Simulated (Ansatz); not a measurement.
# CH2BS+ (SMILES [CH2+]B=S): a short trajectory

Aim: follow the atoms for 40 steps of 0.5 fs at constant energy, with velocities drawn for 1000 K.

The runs use Ansatz 0.2.0, Gaussian basis; BHLYP-D4/def2-SVP.

**1. Starting geometry**

5 atoms, charge 1, spin multiplicity 1.

Atoms are counted from 1 here; the program's logs count them from 0.

Bond lengths: C1–B2 1.452 Å, C1–H4 1.087 Å, C1–H5 1.088 Å, B2–S3 1.623 Å. Angles: B2–C1–H4 123.9°, B2–C1–H5 123.7°, H4–C1–H5 112.4°, C1–B2–S3 179.8°.

Coordinates:

```xyz
5
CH2BS
C    -0.3565    0.4798   -0.2875
B     0.4218   -0.5704    0.3449
S     1.2966   -1.7432    1.0472
H    -0.3604    1.5154    0.0436
H    -1.0015    0.3183   -1.1481
```

**2. The run**

Contents of md/in.yaml:

```yaml
crystal:
  periodic: [false, false, false]
  atoms:
    - {symbol: C, position_ang: [-0.356460, 0.479840, -0.287520]}
    - {symbol: B, position_ang: [0.421810, -0.570370, 0.344860]}
    - {symbol: S, position_ang: [1.296590, -1.743200, 1.047160]}
    - {symbol: H, position_ang: [-0.360450, 1.515410, 0.043590]}
    - {symbol: H, position_ang: [-1.001490, 0.318320, -1.148090]}
basis:
  gaussian: {orbitals: def2-SVP}
total_charge: 1
hamiltonian: {xc: {name: BHLYP}, dispersion: d4}
md: {n_steps: 40, timestep: 0.5, temperature: 1000, ensemble: nve, seed: 883, initial_velocities: maxwell_boltzmann}
```

Started as:

```console
ansatz run in.yaml --threads 1 --pin off --events-out ev --progress --plain --max-ram 4352MiB
```

**Question.** What will these runs give? Wanted: temperature at the start; mean temperature, second half; lowest and highest potential energy, from the first frame; largest change of potential + kinetic.

**Answer**, as computed:

| quantity | value |
| --- | --- |
| length | 40 steps, 20.0 fs |
| temperature at the start | 1000 K |
| mean temperature, second half | 472 K |
| lowest and highest potential energy, from the first frame | 0 and 272 meV |
| largest change of potential + kinetic | 2.8 meV |

With no thermostat the total energy should stay fixed; it holds within 2.8 meV, small beside the kinetic energy, so the time step serves. The instant temperature ranges from 306 to 1000 K, as energy passes between motion and strain. The molecule keeps its bonds.
